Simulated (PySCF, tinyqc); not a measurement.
RKS/BP86 in the sto-3g basis, for CH+, spin multiplicity 1, step by step. The lowest restricted solution is unstable here: a spin-polarised one lies 0.0046 hartree lower (PySCF). One step of it, computed by the program tinyqc.

Question. Iteration 2: building the Kohn-Sham matrix. J_ij = sum D_kl (ij|kl); F = H + J + V_xc; E = tr D H + tr D J / 2 + E_xc + E_nn.

D after iteration 1, order 1C 1s, 1C 2s, 1C 2px, 1C 2py, 1C 2pz, 2H 1s:
$$\begin{pmatrix}
2.132764 & -0.536657 & 0.000000 & 0.000000 & -0.026046 & 0.051297 \\
-0.536657 & 2.170353 & 0.000000 & 0.000000 & 0.095892 & -0.239566 \\
0.000000 & 0.000000 & 0.000000 & 0.000000 & 0.000000 & 0.000000 \\
0.000000 & 0.000000 & 0.000000 & 0.000000 & 0.000000 & 0.000000 \\
-0.026046 & 0.095892 & 0.000000 & 0.000000 & 1.066419 & 0.097348 \\
0.051297 & -0.239566 & 0.000000 & 0.000000 & 0.097348 & 0.932904
\end{pmatrix}$$

core Hamiltonian H = T + V (hartree), order 1C 1s, 1C 2s, 1C 2px, 1C 2py, 1C 2pz, 2H 1s:
$$\begin{pmatrix}
-18.039841 & -4.347218 & 0.000000 & 0.000000 & -0.005562 & -0.177342 \\
-4.347218 & -4.995642 & 0.000000 & 0.000000 & -0.064713 & -0.580488 \\
0.000000 & 0.000000 & -3.937770 & 0.000000 & 0.000000 & 0.000000 \\
0.000000 & 0.000000 & 0.000000 & -3.937770 & 0.000000 & 0.000000 \\
-0.005562 & -0.064713 & 0.000000 & 0.000000 & -3.970139 & -0.607143 \\
-0.177342 & -0.580488 & 0.000000 & 0.000000 & -0.607143 & -2.134871
\end{pmatrix}$$

Two-electron integrals (ij|kl) in chemists' order, unique and non-zero (hartree):
```
(11|11) 3.541948   (21|11) 0.576921   (21|21) 0.111888   (22|11) 0.854682
(22|21) 0.205284   (22|22) 0.624709   (31|31) 0.020296   (32|31) 0.030858
(32|32) 0.137996   (33|11) 0.852436   (33|21) 0.205335   (33|22) 0.624568
(33|33) 0.672833   (41|41) 0.020296   (42|41) 0.030858   (42|42) 0.137996
(43|43) 0.036269   (44|11) 0.852436   (44|21) 0.205335   (44|22) 0.624568
(44|33) 0.600295   (44|44) 0.672833   (51|51) 0.020296   (52|51) 0.030858
(52|52) 0.137996   (53|53) 0.036269   (54|54) 0.036269   (55|11) 0.852436
(55|21) 0.205335   (55|22) 0.624568   (55|33) 0.600295   (55|44) 0.600295
(55|55) 0.672833   (61|11) 0.023344   (61|21) 0.004503   (61|22) 0.008260
(61|33) 0.008239   (61|44) 0.008239   (61|51) 0.000272   (61|52) 0.000510
(61|55) 0.008306   (61|61) 0.000185   (62|11) 0.080330   (62|21) 0.019673
(62|22) 0.069505   (62|33) 0.067742   (62|44) 0.067742   (62|51) 0.001831
(62|52) 0.014650   (62|55) 0.072955   (62|61) 0.000827   (62|62) 0.012462
(63|31) 0.001628   (63|32) 0.009542   (63|53) 0.002626   (63|63) 0.001203
(64|41) 0.001628   (64|42) 0.009542   (64|54) 0.002626   (64|64) 0.001203
(65|11) 0.082778   (65|21) 0.020473   (65|22) 0.076357   (65|33) 0.073014
(65|44) 0.073014   (65|51) 0.003091   (65|52) 0.023075   (65|55) 0.082954
(65|61) 0.000883   (65|62) 0.016038   (65|65) 0.021460   (66|11) 0.278030
(66|21) 0.069040   (66|22) 0.276643   (66|33) 0.266838   (66|44) 0.266838
(66|51) 0.005515   (66|52) 0.062455   (66|55) 0.296023   (66|61) 0.002890
(66|62) 0.072878   (66|65) 0.103272   (66|66) 0.774606
```

nuclear repulsion = 1.66932874 hartree

V_xc (hartree), order 1C 1s, 1C 2s, 1C 2px, 1C 2py, 1C 2pz, 2H 1s:
$$\begin{pmatrix}
-2.294622 & -0.312005 & 0.000000 & 0.000000 & -0.001027 & -0.012841 \\
-0.312005 & -0.498092 & 0.000000 & 0.000000 & -0.008779 & -0.058530 \\
0.000000 & 0.000000 & -0.469819 & 0.000000 & 0.000000 & 0.000000 \\
0.000000 & 0.000000 & 0.000000 & -0.469819 & 0.000000 & 0.000000 \\
-0.001027 & -0.008779 & 0.000000 & 0.000000 & -0.538426 & -0.069591 \\
-0.012841 & -0.058530 & 0.000000 & 0.000000 & -0.069591 & -0.424612
\end{pmatrix}$$

E_xc = sum of w rho eps_xc = -5.17186237 hartree

Give: Coulomb J; Kohn-Sham matrix F; total energy of this density.

Answer.

Coulomb J (hartree), order 1C 1s, 1C 2s, 1C 2px, 1C 2py, 1C 2pz, 2H 1s:
$$\begin{pmatrix}
9.9383 & 1.8343 & 0.0000 & 0.0000 & 0.0098 & 0.0743 \\
1.8343 & 3.8649 & 0.0000 & 0.0000 & 0.0806 & 0.4468 \\
0.0000 & 0.0000 & 3.8249 & 0.0000 & 0.0000 & 0.0000 \\
0.0000 & 0.0000 & 0.0000 & 3.8249 & 0.0000 & 0.0000 \\
0.0098 & 0.0806 & 0.0000 & 0.0000 & 3.9289 & 0.5059 \\
0.0743 & 0.4468 & 0.0000 & 0.0000 & 0.5059 & 2.1548
\end{pmatrix}$$

Kohn-Sham matrix F (hartree), order 1C 1s, 1C 2s, 1C 2px, 1C 2py, 1C 2pz, 2H 1s:
$$\begin{pmatrix}
-10.3961 & -2.8249 & 0.0000 & 0.0000 & 0.0032 & -0.1159 \\
-2.8249 & -1.6289 & 0.0000 & 0.0000 & 0.0072 & -0.1922 \\
0.0000 & 0.0000 & -0.5827 & 0.0000 & 0.0000 & 0.0000 \\
0.0000 & 0.0000 & 0.0000 & -0.5827 & 0.0000 & 0.0000 \\
0.0032 & 0.0072 & 0.0000 & 0.0000 & -0.5796 & -0.1708 \\
-0.1159 & -0.1922 & 0.0000 & 0.0000 & -0.1708 & -0.4047
\end{pmatrix}$$

total energy of this density = -37.388183 hartree

This density is a damped mixture and is not idempotent.
